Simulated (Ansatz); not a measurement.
**doublet [HNO3]+ at 6 levels**

Wanted: a comparison of 6 runs (U-r2SCAN0/6-311+G**, U-wB97M-V/6-311+G**, UB2PLYP/6-311+G**, UBLYP/6-311+G**, RPA@PBE/6-311+G**, RPA@PBE0/6-311+G**) of doublet [HNO3]+. 

Program for the calculation: Ansatz 0.2.0.

51 further runs of the same task are left out: 51 set aside as unsound or not needed.

**1. The system as given**

[HNO3]+ has 5 atoms, charge +1, and is taken as a doublet. As SMILES of the parent species, `O=NOO`. The coordinates come from a PBE0-D4/def2-TZVP relaxation. That shape belongs to the parent species and isn't relaxed for this state.

Bond lengths: O1–N2 1.180 Å, N2–O3 1.353 Å, O3–O4 1.401 Å, O4–H5 0.984 Å. Angles: O1–N2–O3 114.6°, N2–O3–O4 114.1°, O3–O4–H5 101.0°.

**2. The energy at U-r2SCAN0/6-311+G(d,p) (run 1)**

File in.yaml:

```yaml
crystal:
  periodic: [false, false, false]
  atoms:
    - symbol: O
      position_ang: [0.136350, -0.835310, 0.979060]
    - symbol: "N"
      position_ang: [-0.871770, -0.628300, 0.400790]
    - symbol: O
      position_ang: [-0.775090, 0.288530, -0.589000]
    - symbol: O
      position_ang: [0.508600, 0.826880, -0.747550]
    - symbol: H
      position_ang: [1.001920, 0.348200, -0.043280]
basis:
  gaussian:
    orbitals: 6-311+G_st__st_.json
total_charge: 1
magnetization:
  spin_polarized: true
  initial_magnetization: 1
hamiltonian:
  xc: {name: r2SCAN0}
accuracy: high
output:
  orbitals: {seedname: orbitals}
```

The basis set 6-311+G** is read from a file made from the Basis Set Exchange's data (not shown).

Started as:

```sh
$ ansatz run in.yaml --threads 1 --pin off --max-ram 3480MiB --events-out events.jsonl --progress --plain --runs-dir runs
```

Output:

```text
Warning: RAYON_NUM_THREADS=1 ignored (pool sized by the plan → 1); use --threads N
Functional definition: r2SCAN0
  name "r2SCAN0"
  parameter a = 0.25
  parameter k0 = 0.174
  parameter k1 = 0.065
  parameter a1 = 4.9479
  exchange = (1 - a)*r2scan_x(k0 = k0, k1 = k1, a1 = a1) + a*exact_x
  correlation = r2scan_c
1794 factors; integrals over basis functions are off by at most 2.9e-9 eV
mean field evaluation 1: about -7621.0567 eV, gradient 4.1e1 eV
mean field evaluation 2: about -7578.4365 eV, gradient 1.0e2 eV
mean field evaluation 4: about -7625.7579 eV, gradient 1.5e1 eV
mean field evaluation 8: about -7626.5725 eV, gradient 6.6e-1 eV
mean field evaluation 16: about -7626.8047 eV, gradient 2.0e-2 eV
mean field evaluation 32: about -7626.8047 eV, gradient 1.0e-4 eV
mean field evaluation 64: about -7627.0593 eV, gradient 5.4e-4 eV
mean field -7627.05925323 eV, -280.2892577499 hartree, gradient 8.1e-8 eV, S^2 0.767420; 6 other end points of the search recorded, 0 dependent functions left out
reference -7627.05925708 eV, -280.2892578913 hartree; 16, 15 occupied and 78, 79 virtual orbitals, 1794 factors
Total energy: -7627.05925708 eV, -280.2892578913 hartree
```

It took 59 s on 1 thread of Arm Neoverse V2, shared host; peak memory 0.44 GiB.

**3. The energy at U-wB97M-V/6-311+G(d,p) (run 2)**

File molecule.yaml:

```yaml
basis:
  gaussian:
    orbitals: 6-311+G_st__st_.json
crystal:
  periodic: [false, false, false]
  atoms:
    - {symbol: O, position_ang: [0.136350, -0.835310, 0.979060]}
    - {symbol: "N", position_ang: [-0.871770, -0.628300, 0.400790]}
    - {symbol: O, position_ang: [-0.775090, 0.288530, -0.589000]}
    - {symbol: O, position_ang: [0.508600, 0.826880, -0.747550]}
    - {symbol: H, position_ang: [1.001920, 0.348200, -0.043280]}
total_charge: 1
magnetization:
  spin_polarized: true
  initial_magnetization: 1
hamiltonian:
  xc: {name: wB97M-V}
accuracy: high
output: {orbitals: {seedname: orbitals}}
```

The basis set 6-311+G** is read from a file made from the Basis Set Exchange's data (not shown).

Started as:

```sh
$ ansatz run molecule.yaml --threads 1 --pin off --max-ram 3480MiB --events-out events.jsonl --progress --plain --runs-dir runs
```

Output, cut to the lines that bear on the results:

```text
Warning: RAYON_NUM_THREADS=1 ignored (pool sized by the plan → 1); use --threads N
Functional definition: wB97M-V
  name "wB97M-V"
[...]
  gx(w, u) = 1 - cx + cx01*u + cx10*w
  gss(w, u) = css00 + css04*u^4 + css10*w + css20*w^2 + css43*w^4*u^3
  gos(w, u) = cos00 + cos10*w + (cos20 + cos21*u)*w^2 + (cos60 + cos61*u)*w^6
[...]
      + integral(e_c_pw_mod_opposite_spin*gos(b97_w_opposite, b97_u_opposite)) + vv10(b, c)
1794 factors; integrals over basis functions are off by at most 2.9e-9 eV
314 factors; integrals over basis functions are off by at most 1.6e-9 eV
[...]
mean field -7630.33799303 eV, -280.4097492150 hartree, gradient 2.8e-8 eV, S^2 0.758426; 4 other end points of the search recorded, 0 dependent functions left out
reference -7630.33799894 eV, -280.4097494323 hartree; 16, 15 occupied and 78, 79 virtual orbitals, 1794 factors
Total energy: -7630.33799894 eV, -280.4097494323 hartree
```

Run time: 3.3 min. Hardware: 1 thread of Arm Neoverse V2, shared host; peak memory 0.75 GiB.

**4. A single-point energy at UB2PLYP/6-311+G(d,p) (run 3)**

File job.yaml:

```yaml
crystal:
  periodic: [false, false, false]
  atoms:
    - {symbol: O, position_ang: [0.136350, -0.835310, 0.979060]}
    - {symbol: "N", position_ang: [-0.871770, -0.628300, 0.400790]}
    - {symbol: O, position_ang: [-0.775090, 0.288530, -0.589000]}
    - {symbol: O, position_ang: [0.508600, 0.826880, -0.747550]}
    - {symbol: H, position_ang: [1.001920, 0.348200, -0.043280]}
basis:
  gaussian: {orbitals: 6-311+G_st__st_.json}
total_charge: 1
magnetization: {spin_polarized: true, initial_magnetization: 1}
hamiltonian: {xc: {name: B2PLYP}}
correlation: {frozen_orbitals: {H: 0, "N": 1, O: 1}}
accuracy: high
output: {orbitals: {seedname: orbitals}}
```

The basis set 6-311+G** is read from a file made from the Basis Set Exchange's data (not shown).

Started as:

```sh
$ ansatz run job.yaml --threads 1 --pin off --max-ram 3480MiB --events-out events.jsonl --progress --plain --runs-dir runs
```

Output, cut to the lines that bear on the results:

```text
Warning: RAYON_NUM_THREADS=1 ignored (pool sized by the plan → 1); use --threads N
Functional definition: B2PLYP
  name "B2PLYP"
[...]
1794 factors; integrals over basis functions are off by at most 2.9e-9 eV
[...]
mean field -7619.23225766 eV, -280.0016209680 hartree, gradient 1.8e-8 eV, S^2 0.776045; 9 other end points of the search recorded, 0 dependent functions left out
4 core orbitals not correlated: weight in the atoms' cores, before any rotation towards them, 1.000 or more for the frozen orbitals, at most 0.000 for the correlated occupied ones
reference -7619.23228052 eV, -280.0016218080 hartree; 12, 11 occupied and 78, 79 virtual orbitals, 1794 factors
second order -26.96147852 eV of doubles, -0.00000000 eV of singles
Total energy: -7626.51187972 eV, -280.2691421444 hartree
```

Run time: 33 s. Hardware: 1 thread of Arm Neoverse V2, shared host; peak memory 0.34 GiB.

Runs 4 to 5 aren't shown in full; the table further down has their settings and results.

**5. A single-point energy at RPA@PBE0/6-311+G(d,p) (run 6)**

File run.yaml:

```yaml
crystal:
  periodic: [false, false, false]
  atoms:
    - symbol: O
      position_ang: [0.136350, -0.835310, 0.979060]
    - symbol: N
      position_ang: [-0.871770, -0.628300, 0.400790]
    - symbol: O
      position_ang: [-0.775090, 0.288530, -0.589000]
    - symbol: O
      position_ang: [0.508600, 0.826880, -0.747550]
    - symbol: H
      position_ang: [1.001920, 0.348200, -0.043280]
basis:
  gaussian: {orbitals: 6-311+G_st__st_.json}
total_charge: 1
magnetization: {spin_polarized: true, initial_magnetization: 1}
hamiltonian: {xc: {name: PBE0}}
correlation: {method: rpa, frozen_orbitals: {H: 0, "N": 1, O: 1}}
accuracy: high
```

The basis set 6-311+G** is read from a file made from the Basis Set Exchange's data (not shown).

Started as:

```sh
$ ansatz run run.yaml --threads 1 --pin off --max-ram 3480MiB --events-out events.jsonl --progress --plain --runs-dir runs
```

Output, cut to the lines that bear on the results:

```text
Warning: RAYON_NUM_THREADS=1 ignored (pool sized by the plan → 1); use --threads N
Functional definition: PBE0
  name "PBE0"
[...]
1794 factors; integrals over basis functions are off by at most 2.9e-9 eV
[...]
mean field -7624.32519858 eV, -280.1887830945 hartree, gradient 1.9e-8 eV, S^2 0.760403; 2 other end points of the search recorded, 0 dependent functions left out
4 core orbitals not correlated: weight in the atoms' cores, before any rotation towards them, 1.000 or more for the frozen orbitals, at most 0.000 for the correlated occupied ones
reference -7592.46744603 eV, -279.0180322823 hartree; 12, 11 occupied and 78, 79 virtual orbitals, 1794 factors
Total energy: -7621.31315522 eV, -280.0780925428 hartree
```

It took 31 s on 1 thread of Arm Neoverse V2, shared host; peak memory 0.46 GiB.

**6. All runs side by side**

```
run                level  frozen core orbitals  energy (Eh)  HOMO energy (eV)  LUMO energy (eV)   ⟨S²⟩  wall time
  1  U-r2SCAN0/6-311+G**                     –  -280.289258            -17.61            -14.59  0.767       59 s
  2  U-wB97M-V/6-311+G**                     –  -280.409749            -19.76            -12.42  0.758    3.3 min
  3    UB2PLYP/6-311+G**                     4  -280.269142            -18.94            -12.86  0.776       33 s
  4      UBLYP/6-311+G**                     –  -280.489625            -15.89            -15.74  0.760       14 s
  5    RPA@PBE/6-311+G**                     4  -280.167704                 –                 –  0.760       26 s
  6   RPA@PBE0/6-311+G**                     4  -280.078093                 –                 –  0.760       31 s
```

**7. Outcome**

| quantity | value |
| --- | --- |
| run 6: total energy | -280.07809 Eh |
| run 6: RPA correlation energy (valence) | -1060.1 mEh |
| run 6: ⟨S²⟩ of the reference determinant | 0.760 |

In words: Totals of different functionals can't be ranked against each other. All runs together took 6 min, the longest 3.3 min.
